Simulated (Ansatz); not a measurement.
System: CH₂, charge 1, doublet. CH2+ (parent SMILES [CH2], doublet).
B3LYP-D3(BJ)/def2-TZVP minimum from Ansatz (a program for electronic structure):
```
C
H 1 1.0973
H 1 1.0973 2 141.38
```
Charge +1, spin multiplicity 2.

Hartree-Fock and MP2 correlation energies in hartree (Ansatz). UHF or UKS for unpaired electrons; spin-orbit terms are left out. Correlated methods leave the cores frozen. No relativity.

```
basis    X      E(HF)  E(corr, MP2)
-------  -  ---------  ------------
cc-pVTZ  3  -38.58130      -0.09538
cc-pVQZ  4  -38.58354      -0.10227
cc-pV5Z  5  -38.58412      withheld
```

Problem. Fit E(corr) = E∞ + A/X³ to X = 3 and 4, predict X = 5, and compare with the run.

Solution. A = (-0.09538 - (-0.10227))/(1/27 - 1/64) = 0.3218; E∞ = -0.10227 - A/64 = -0.10730; at X = 5, E∞ + A/125 = -0.10472. The run gave -0.10481, 0.09 mEh below the prediction. The same form on X = 4 and 5 gives E∞ = -0.10747, 0.18 mEh below the first estimate.
